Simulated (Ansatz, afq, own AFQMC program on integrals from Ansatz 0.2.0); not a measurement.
Two steps: Ansatz 0.2.0 writes the Fock matrix and Cholesky factors of the valence space, and afq projects on them the lowest state that overlaps trial and start.

```yaml
crystal:
  periodic: [false, false, false]
  atoms:
    - {symbol: Al, position_ang: [0.574971, -0.763494, 1.225077]}
    - {symbol: F, position_ang: [2.089982, -1.278804, 0.742012]}
    - {symbol: H, position_ang: [0.344147, -0.616201, 2.814911]}
basis:
  gaussian: {orbitals: def2-TZVP}
magnetization: {spin_polarized: true, initial_magnetization: 1}
correlation: {method: ccsd_t, electrons: outside_noble_gas, hamiltonian_folder: ham}
```

```sh
$ ansatz run in.yaml --threads 1 --pin off --events-out ev --progress --plain --max-ram 24576MiB --backend cuda --devices 0, --max-vram 18GiB
```

afq runs on the folder ham with

```
--method phaseless --trial cisd --walkers 3400 --populations 20 --least-time 60 --time-step 0.005 --steps-per-block 50 --equilibration-blocks 28 --max-blocks 4000 --target-error 0.0002 --factor-cut 1e-05 --start spin_pure --seed 2737 --release-times 0.24,0.5,1,1.5 --release-step 0.02 --release-every 3 --taylor-order 6
```

Times are imaginary, in 1/Eh. The walk had a cap of 246 s. With eight or more populations the least sampling time is a fifth of least-time, and the error comes from their spread.

afq prints:

```
orbitals 68  electrons 6 5  factors 479 of 485
reference energy -342.02695850 Eh
CCSD correlation -0.31881177 Eh in 13 cycles, weight of the determinant in the CISD state 0.9145
energy of the start -342.345492 Eh
 block  time / (1/Eh)  mean weight  energy / Eh
     1     0.250  0.9994  -342.345716
     2     0.500  1.0002  -342.349401
     3     0.750  1.0000  -342.351492
     4     1.000  1.0001  -342.351999
     5     1.250  1.0001  -342.353728
     8     2.000  0.9999  -342.354810
    11     2.750  0.9999  -342.354168
    14     3.500  1.0001  -342.355993
    17     4.250  0.9998  -342.354996
    20     5.000  0.9992  -342.355157
    23     5.750  0.9990  -342.356118
    26     6.500  1.0006  -342.355258
    29     7.250  1.0002  -342.354620
    32     8.000  0.9993  -342.355284
    35     8.750  0.9996  -342.355898
    38     9.500  1.0000  -342.353480
    41    10.250  1.0002  -342.354745
    44    11.000  0.9994  -342.356128
    47    11.750  1.0004  -342.355322
    50    12.500  1.0003  -342.356150
    53    13.250  1.0000  -342.354068
    56    14.000  1.0003  -342.353555
    59    14.750  1.0001  -342.354287
    62    15.500  1.0004  -342.355230
    65    16.250  1.0002  -342.353477
    67    16.750  1.0002  -342.356728
    68    17.000  0.9999  -342.356134
    71    17.750  0.9999  -342.354651
    74    18.500  1.0003  -342.355840
    77    19.250  1.0000  -342.354985
    78    19.500  1.0003  -342.354844
error from the spread of 20 populations
released: time / (1/Eh)  energy / Eh  error  mean overlap
  0.24  -342.355308  0.000169  0.9990
  0.50  -342.355382  0.000141  0.9929
  1.00  -342.355371  0.000188  0.9837
  1.50  -342.355040  0.000243  0.9820
energy -342.355054 +/- 0.000134 Eh
(rows thinned)
```

The run passed its tests (sampling time, drift between the halves within three errors, error under three times the target), which doesn't prove that it has relaxed.

Against this walk (error 3.7 meV) on the same determinant: CCSD(T) 15.9 meV higher, CCSDT(Q) 4.1 meV lower (within the noise). The error is statistical and leaves out the bias of the constraint. Released to 1.50 1/Eh the energy moves by 0 ± 8 meV (both errors), within twice the noise.

Cautions: constraint bias not in the error.

The walk took 90 s on 1 × NVIDIA H100 80GB HBM3 with 2 threads of AMD EPYC 7R13 Processor (Zen 3), on a shared host (the card was shared). The log's last line is the phaseless energy.

CCSDT and higher add their correlation energy to the determinant of the CCSD(T) run, since their own runs factorise the integrals more tightly (a shift of under 2 meV). A walk keeps the symmetry of its determinant, which the program's search chose and which needn't be the lowest solution, so a lower state of the same spin and another symmetry isn't excluded.
